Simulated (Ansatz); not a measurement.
2H MoTe₂

Calculation: HSE06 in Ansatz (plane waves, PAW).

Run with plane-wave cutoff 500 eV, 12×12×2 k mesh (along the axes of the cell as run), gaussian smearing 0.02 eV, no spin polarisation, scalar-relativistic PAW data made under PBE.

Cell (relaxed at this level):

```cif
data_Mo2Te4
_chemical_formula_sum 'Te4 Mo2'
_space_group_name_H-M_alt 'P 1'
_space_group_IT_number 1
_cell_length_a 3.51352
_cell_length_b 3.51352
_cell_length_c 15.14621
_cell_angle_alpha 90.000
_cell_angle_beta 90.000
_cell_angle_gamma 120.000
loop_
_space_group_symop_operation_xyz
  'x, y, z'
loop_
_atom_site_label
_atom_site_type_symbol
_atom_site_fract_x
_atom_site_fract_y
_atom_site_fract_z
_atom_site_occupancy
Te1 Te 0.33333 0.66667 0.63201 1
Te2 Te 0.66667 0.33333 0.13201 1
Te3 Te 0.66667 0.33333 0.36799 1
Te4 Te 0.33333 0.66667 0.86799 1
Mo1 Mo 0.33333 0.66667 0.25000 1
Mo2 Mo 0.66667 0.33333 0.75000 1
```

```
Quantity                        Value
--------  ---------------------------
band gap  1.46 eV (on the SCF k mesh)
```

Measured, for comparison: band gap 1.06 ± 0.01 eV (4 K, zero-point motion not removed, indirect, absorption from ellipsometry, single crystal; as tabulated in Gulo et al. (2023), doi:10.1103/physrevmaterials.7.044001).

Note: the cell comes from a level without a dispersion term, which matters for the spacing of layers, chains or molecules; the cell has widely spaced layers and the level no dispersion term, so their spacing and the moduli can rest on weak binding.

Spin–orbit coupling is not included; with these elements it can move the gap by several tenths of an eV or more.

The computed numbers hold no vibrational or temperature effects.

Computing time: very roughly 70 core-minutes.

Ansatz is a program for electronic structure.
